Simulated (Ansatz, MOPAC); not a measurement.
Barrier height from H2 + O to the transition structure H2O, without zero-point energy, on the benchmark's geometries as Psi4's copy of the set gives them.
Transition structure (charge 0, multiplicity 3):
```
atom   x (Å)   y (Å)    z (Å)
----  ------  ------  -------
H     0.0000  0.0000  -0.8603
O     0.0000  0.0000   0.3290
H     0.0000  0.0000  -1.7719
```
Reactant (charge 0, multiplicity 1):
```xyz
2

H      0.0000     0.0000     0.0000
H      0.7419     0.0000     0.0000
```

Open shells are unrestricted; no spin–orbit coupling.

Cores are frozen in the correlated methods. CBS: X⁻³ extrapolation of the correlation energy, Hartree–Fock from the larger set. The state that PM7 reach isn't checked; PM7 holds dispersion and hydrogen-bond terms.

The values were computed with Ansatz (a quantum-chemistry and plane-wave program); MOPAC for PM7 (differences of heats of formation). 

| level | barrier height (eV) |
|---|---|
| PM7 | 0.520 |
| HF/cc-pVDZ | 1.435 |
| r2SCAN/def2-TZVPPD | 0.098 |
| B97M-V/def2-TZVPPD | 0.280 |
| B3LYP/def2-TZVPPD | 0.265 |
| CCSD/aug-cc-pVDZ | 0.674 |
| CCSD/aug-cc-pVTZ | 0.684 |
| CCSD(T)/CBS(aug-cc-pVTZ, aug-cc-pVQZ) | ? |
| CCSDT/cc-pVDZ | ? |

Question: Complete the blanks.

Answer: 
- CCSD(T)/CBS(aug-cc-pVTZ, aug-cc-pVQZ), barrier height (eV): 0.562
- CCSDT/cc-pVDZ, barrier height (eV): 0.803
